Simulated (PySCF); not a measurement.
Method: PySCF energies plus ideal-gas RRHO corrections (1 bar). 'Table' is the NASA 1993 thermochemical table (part measured, part estimated). 6-31G* has spherical d functions here. Open shells (unrestricted): SiF3 (multiplicity 2). B3LYP is the form with VWN-RPA correlation. The harmonic model lacks anharmonicity and excited electronic states, which grow with temperature; levels with a mode under 35 cm⁻¹ are left out. The table's entry may be an old estimate for SiF3 (not checked at source).

Harmonic frequencies at B3LYP/6-31G* (cm⁻¹): 278, 278, 394, 826, 968, 968. Point group C3v; S°(298 K) = 283.6 J/mol/K at this level.

Problem. Work out Cp and S° of gaseous SiF3 at 500, 800, 1200, 1600, 2000 K from these, and set them beside the table.

Solution. 
```json
[
 {"T (K)": "500", "Cp B3LYP/6-31G*": "70.8", "Cp table": "70.8", "S° B3LYP/6-31G*": "317.5", "S° table": "316.2"},
 {"T (K)": "800", "Cp B3LYP/6-31G*": "77.5", "Cp table": "77.5", "S° B3LYP/6-31G*": "352.5", "S° table": "351.2"},
 {"T (K)": "1200", "Cp B3LYP/6-31G*": "80.4", "Cp table": "80.3", "S° B3LYP/6-31G*": "384.6", "S° table": "383.3"},
 {"T (K)": "1600", "Cp B3LYP/6-31G*": "81.6", "Cp table": "81.6", "S° B3LYP/6-31G*": "407.9", "S° table": "406.6"},
 {"T (K)": "2000", "Cp B3LYP/6-31G*": "82.1", "Cp table": "82.2", "S° B3LYP/6-31G*": "426.2", "S° table": "424.9"}
]
```
Units J/mol/K.
